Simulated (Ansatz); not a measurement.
The same path of C2H6N2 (10 atoms, charge 0, multiplicity 1) was run twice with different band settings. The coordinate that changes most is the dihedral C1–C2–N3–H8.

The calculation used RKS PBE-D4/STO-3G in Ansatz.

Relaxed end points:

```xyz
10
Properties=species:S:1:pos:R:3
C -1.258 0.315 -0.406
C 0.000 -0.003 -0.002
N 0.822 -1.059 -0.600
N 0.716 0.664 1.089
H -1.796 -0.307 -1.131
H -1.771 1.203 -0.018
H 1.242 -1.621 0.201
H 0.161 -1.731 -1.091
H 1.700 0.870 0.739
H 0.266 1.617 1.223
```

```xyz
10
Properties=species:S:1:pos:R:3
C -1.348 0.169 -0.138
C -0.029 -0.054 0.111
N 0.633 -1.340 -0.130
N 0.815 0.867 0.879
H -1.973 -0.598 -0.610
H -1.832 1.105 0.167
H 0.088 -1.830 -0.899
H 1.591 -1.148 -0.554
H 1.757 0.945 0.388
H 0.381 1.832 0.789
```

Common settings: movable images 7; climbing image yes; spring 5.0 eV/Å²; start path IDPP; force threshold 0.05 eV/Å; iteration limit 60; end points relaxed.

| run | optimiser | largest step |
| --- | --- | --- |
| 1 | quadratic models (default) | default |
| 2 | fire | 0.02 Å |

**Question.** What does each run give, and how far can it be trusted?

**Answer.** Run 1: converged after 6 iterations, highest image 0.283 eV above the first end. A vibrational analysis at the climbing image gives one clearly imaginary mode, 301i cm⁻¹: a first-order saddle point.
Run 2: converged after 31 iterations, highest image 0.290 eV above the first end. The order of the stationary point at the top wasn't checked.
Limits of this set-up: minimal basis.
